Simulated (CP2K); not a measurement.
# C2H4Cl2 (1,2-dichloroethane) at PBE/DZVP-MOLOPT-SR-GTH (core potential)

What is the vertical ionisation energy of C2H4Cl2 (1,2-dichloroethane) at PBE/DZVP-MOLOPT-SR-GTH (core potential)? 

The calculation is run with CP2K 2026.2.

4 further runs of the same task are left out: 2 that didn't finish, 2 set aside as unsound or not needed.

**1. Starting point**

C2H4Cl2 has 8 atoms, charge 0, and is taken as a singlet. As SMILES, `ClCCCl`. The shape is that of a PBE0-D4/def2-TZVP optimisation. This is one conformer, not always the lowest.

Bond lengths: Cl1–C2 1.776 Å, C2–C3 1.504 Å, C3–Cl4 1.776 Å, C2–H5 1.091 Å, C2–H6 1.089 Å, C3–H7 1.091 Å, C3–H8 1.089 Å. Some angles: Cl1–C2–C3 112.5°, C2–C3–Cl4 112.5°, Cl1–C2–H5 107.0°, Cl1–C2–H6 107.4°, C3–C2–H5 109.3°, C3–C2–H6 111.2°, C2–C3–H7 109.3°, C2–C3–H8 111.2°, Cl4–C3–H7 107.0°, Cl4–C3–H8 107.4°.

**2. The energy at PBE/DZVP-MOLOPT-SR-GTH (core potential)**

qs.inp reads:

```
&global
    project qs
    run_type ENERGY
    print_level MEDIUM
&end

&force_eval
    method QS
    &dft
        basis_set_file_name BASIS_MOLOPT
        potential_file_name GTH_POTENTIALS
        charge 0
        multiplicity 1
        &qs
            method GPW
            eps_default 1.0E-10
        &end
        &mgrid
            cutoff 400
            rel_cutoff 50
            ngrids 4
        &end
        &poisson
            periodic NONE
            poisson_solver MULTIPOLE
        &end
        &scf
            scf_guess ATOMIC
            eps_scf 1.0E-06
            max_scf 100
            added_mos 5
            &diagonalization
                algorithm STANDARD
            &end
            &mixing
                method DIRECT_P_MIXING
                alpha 0.4
            &end
        &end
        &xc
            &xc_functional PBE
            &end
        &end
        &print
            &moments
                periodic F
                reference COM
                max_moment 1
            &end
            &mo ON
                energies T
                occupation_numbers T
                ndigits 6
                &each
                    qs_scf 0
                &end
                add_last NUMERIC
            &end
            &hirshfeld OFF
            &end
        &end
    &end
    &subsys
        &cell
            abc [angstrom] 10.6 10.6 9.6
            periodic NONE
        &end
        &coord
            SCALED T
            Cl   0.32862972   0.53437123   0.45102083
            C    0.47774387   0.57355802   0.52344271
            C    0.58062311   0.48547783   0.47675104
            Cl   0.56220236   0.33082028   0.54494167
            H    0.50007877   0.66917972   0.48928438
            H    0.46760991   0.57252123   0.63633229
            H    0.67137028   0.52069858   0.51376562
            H    0.58306651   0.47761745   0.36366771
        &end
        &kind Cl
            basis_set DZVP-MOLOPT-SR-GTH-q7
            potential GTH-PBE-q7
        &end
        &kind C
            basis_set DZVP-MOLOPT-SR-GTH-q4
            potential GTH-PBE-q4
        &end
        &kind H
            basis_set DZVP-MOLOPT-SR-GTH-q1
            potential GTH-PBE-q1
        &end
    &end
&end
```

Command:

```
$ OMP_NUM_THREADS=1 cp2k.psmp -i qs.inp -o qs.out
```

Standard output:

```text
CP2K| version string:                                       CP2K version 2026.2
 CP2K| Input file name                                                    qs.inp

 GLOBAL| Basis set file name                                        BASIS_MOLOPT
 GLOBAL| Potential file name                                      GTH_POTENTIALS
 GLOBAL| Coordinate file name                                      __STD_INPUT__
 GLOBAL| Method name                                                        CP2K
 GLOBAL| Project name                                                         qs
 GLOBAL| Run type                                                         ENERGY
 GLOBAL| FFT library                                                       FFTW3
 GLOBAL| Diagonalization library                                       ScaLAPACK
 GLOBAL| Global print level                                               MEDIUM
 GLOBAL| Total number of message passing processes                             1
 GLOBAL| Number of threads for this process                                    1
 GLOBAL| CPU model name                                                  UNKNOWN

 CELL| Volume [angstrom^3]:                                          1078.656000
 CELL| Vector a [angstrom]:      10.600     0.000     0.000   |a| =    10.600000
 CELL| Vector b [angstrom]:       0.000    10.600     0.000   |b| =    10.600000
 CELL| Vector c [angstrom]:       0.000     0.000     9.600   |c| =     9.600000
 CELL| Angle (b,c), alpha [degree]:                                    90.000000
 CELL| Angle (a,c), beta  [degree]:                                    90.000000
 CELL| Angle (a,b), gamma [degree]:                                    90.000000
 CELL| Numerically orthorhombic:                                             YES
 CELL| Periodicity                                                          NONE

 GENERATE|  Preliminary Number of Bonds generated:                             0
 GENERATE|  Achieved consistency in connectivity generation.

 PW_GRID| Information for grid number                                          1
 PW_GRID| Cutoff [a.u.]                                                     28.3
 PW_GRID| spherical cutoff:                                                   NO
 PW_GRID|   Bounds   1              0      49                Points:          50
 PW_GRID|   Bounds   2              0      49                Points:          50
 PW_GRID|   Bounds   3              0      49                Points:          50
 PW_GRID| Volume element (a.u.^3)  0.5823E-01     Volume (a.u.^3)      7279.1316
 PW_GRID| Grid span                                                    HALFSPACE

 DFT| Spin restricted Kohn-Sham (RKS) calculation                            RKS
 DFT| Multiplicity                                                             1
 DFT| Number of spin states                                                    1
 DFT| Charge                                                                   0
 DFT| Self-interaction correction (SIC)                                       NO
 DFT| Cutoffs: density                                              1.000000E-10
 DFT|          gradient                                             1.000000E-10
 DFT|          tau                                                  1.000000E-10
 DFT|          cutoff_smoothing_range                               0.000000E+00
 DFT| XC density smoothing                                                  NONE
 DFT| XC derivatives                                                          PW

 FUNCTIONAL| PBE:

 QS| Method:                                                                 GPW
 QS| Density plane wave grid type                        NON-SPHERICAL FULLSPACE
 QS| Number of grid levels:                                                    4
 QS| Density cutoff [a.u.]:                                                200.0
 QS| Multi grid cutoff [a.u.]: 1) grid level                               200.0
 QS|                           2) grid level                                66.7
 QS|                           3) grid level                                22.2
 QS|                           4) grid level                                 7.4
 QS| Grid level progression factor:                                          3.0
 QS| Relative density cutoff [a.u.]:                                        25.0
 QS| Interaction thresholds: eps_pgf_orb:                                1.0E-05
 QS|                         eps_filter_matrix:                          0.0E+00
 QS|                         eps_core_charge:                            1.0E-12
 QS|                         eps_rho_gspace:                             1.0E-10
 QS|                         eps_rho_rspace:                             1.0E-10
 QS|                         eps_gvg_rspace:                             1.0E-05
 QS|                         eps_ppl:                                    1.0E-02
 QS|                         eps_ppnl:                                   1.0E-07

 ATOMIC KIND INFORMATION

  1. Atomic kind: Cl                                    Number of atoms:       2

     Orbital Basis Set                                     DZVP-MOLOPT-SR-GTH-q7

       Number of orbital shell sets:                                           1
       Number of orbital shells:                                               5
       Number of primitive Cartesian functions:                                4
[... 123 lines left out ...]
 Number of orbital functions:                                                 72
 Number of independent orbital functions:                                     72

 SCF WAVEFUNCTION OPTIMIZATION

  Step     Update method      Time    Convergence         Total energy    Change
  ------------------------------------------------------------------------------
  Decoupling Energy:                                               0.0000546338
     1 P_Mix/Diag. 0.40E+00    1.0     0.91042596       -43.1700820065 -4.32E+01
  Decoupling Energy:                                               0.0000259432
     2 P_Mix/Diag. 0.40E+00    1.1     0.57061079       -43.3947637298 -2.25E-01
  Decoupling Energy:                                               0.0000638660
     3 P_Mix/Diag. 0.40E+00    1.1     0.35045647       -43.5260567764 -1.31E-01
  Decoupling Energy:                                               0.0000836853
     4 P_Mix/Diag. 0.40E+00    1.0     0.21199761       -43.6042771652 -7.82E-02
  Decoupling Energy:                                               0.0000933054
     5 P_Mix/Diag. 0.40E+00    1.0     0.12793577       -43.6510877233 -4.68E-02
  Decoupling Energy:                                               0.0000983764
     6 P_Mix/Diag. 0.40E+00    1.0     0.07705204       -43.6791451650 -2.81E-02
  Decoupling Energy:                                               0.0001010039
     7 DIIS/Diag.  0.95E-03    1.1     0.04655597       -43.6959729183 -1.68E-02
  Decoupling Energy:                                               0.0001038209
     8 DIIS/Diag.  0.52E-04    1.0     0.00004880       -43.7212105586 -2.52E-02
  Decoupling Energy:                                               0.0001037267
     9 DIIS/Diag.  0.83E-05    1.0     0.00001304       -43.7212105696 -1.10E-08
  Decoupling Energy:                                               0.0001037678
    10 DIIS/Diag.  0.72E-05    1.0     0.00000462       -43.7212105699 -2.62E-10
  Decoupling Energy:                                               0.0001037431
    11 DIIS/Diag.  0.31E-05    1.0     0.00000161       -43.7212105700 -1.06E-10
  Decoupling Energy:                                               0.0001037478
    12 DIIS/Diag.  0.45E-06    1.0     0.00000044       -43.7212105700 -9.50E-12

  *** SCF run converged in    12 steps ***

  Electronic density on regular grids:        -26.0000000000        0.0000000000
  Core density on regular grids:               25.9999999979       -0.0000000021
  Total charge density on r-space grids:       -0.0000000021
  Total charge density g-space grids:          -0.0000000021

  Overlap energy of the core charge distribution:               0.00000126665275
  Self energy of the core charge distribution:                -99.73944728373984
  Core Hamiltonian energy:                                     25.90398607031707
  Hartree energy:                                              40.87627677019797
  Exchange-correlation energy:                                -10.76202739341725

  Total energy:                                               -43.72121056998930

 MO| EIGENVALUES AND OCCUPATION NUMBERS
 MO|
 MO|  Index      Eigenvalue [a.u.]        Eigenvalue [eV]             Occupation
 MO|      1              -0.815200             -22.182727               2.000000
 MO|      2              -0.770268             -20.960047               2.000000
 MO|      3              -0.665014             -18.095954               2.000000
[... 14 lines of this table left out ...]
 MO|     18               0.148870               4.050968               0.000000
 MO| Sum:                                                              26.000000
 MO| E(Fermi):           -0.252506 a.u.         -6.871029 eV
 MO| Band gap:            0.236348 a.u.          6.431345 eV

 !-----------------------------------------------------------------------------!
                     Mulliken Population Analysis

 #  Atom  Element  Kind  Atomic population                           Net charge
       1     Cl       1          7.031546                             -0.031546
       2     C        2          4.178103                             -0.178103
       3     C        2          4.178070                             -0.178070
[... 4 lines of this table left out ...]
       8     H        3          0.895958                              0.104042
 # Total charge                             26.000000                  0.000000

 !-----------------------------------------------------------------------------!

 ELECTRIC/MAGNETIC MOMENTS
  Reference Point [Bohr]              9.41934447      9.24061603      9.04543466
  Charges
    Electronic=    -26.00000000    Core=    26.00000000    Total=     0.00000000
  Dipoles are based on the traditional operator.
  Dipole moment [Debye]
    X=  0.1576586E+01 Y=  0.1824097E+01 Z=  0.3621811E-01  Total=      2.4112787

 ENERGY| Total FORCE_EVAL ( QS ) energy [hartree]            -43.721210569989296

 MEMORY| Estimated peak process memory [MiB]                                 828

 -------------------------------------------------------------------------------
 ----                             MULTIGRID INFO                            ----
 -------------------------------------------------------------------------------
 count for grid        1:           7136          cutoff [a.u.]          200.00
 count for grid        2:           5142          cutoff [a.u.]           66.67
 count for grid        3:           2428          cutoff [a.u.]           22.22
 count for grid        4:            673          cutoff [a.u.]            7.41
 total gridlevel count  :          15379

 -------------------------------------------------------------------------------
 -                                                                             -
 -                                T I M I N G                                  -
 -                                                                             -
 -------------------------------------------------------------------------------
 SUBROUTINE                       CALLS  ASD         SELF TIME        TOTAL TIME
                                MAXIMUM       AVERAGE  MAXIMUM  AVERAGE  MAXIMUM
 CP2K                                 1  1.0    0.079    0.079   13.437   13.437
 qs_energies                          1  2.0    0.000    0.000   13.006   13.006
 scf_env_do_scf                       1  3.0    0.000    0.000   12.693   12.693
 scf_env_do_scf_inner_loop           12  4.0    0.001    0.001   12.692   12.692
 qs_ks_update_qs_env                 12  5.0    0.000    0.000   10.938   10.938
 rebuild_ks_matrix                   12  6.0    0.000    0.000   10.938   10.938
 qs_ks_build_kohn_sham_matrix        12  7.0    0.001    0.001   10.938   10.938
 qs_vxc_create                       12  8.0    0.000    0.000    8.526    8.526
 xc_vxc_pw_create                    12  9.0    0.111    0.111    8.525    8.525
 fft_wrap_pw1pw2                    210 10.3    0.003    0.003    6.970    6.970
 fft_wrap_pw1pw2_200                135 11.7    0.057    0.057    6.697    6.697
 xc_rho_set_and_dset_create          12 10.0    0.076    0.076    5.268    5.268
 fft3d_s                            211 12.2    4.072    4.072    4.078    4.078
 xc_pw_derive                        72 11.0    0.001    0.001    4.050    4.050
 xc_functional_eval                  12 11.0    0.000    0.000    3.714    3.714
 -------------------------------------------------------------------------------

 -------------------------------------------------------------------------------
```

Run time: 14 s. Hardware: 1 thread of Arm Neoverse V2, shared host; peak memory 0.81 GiB.

[end of part 1 of 2]
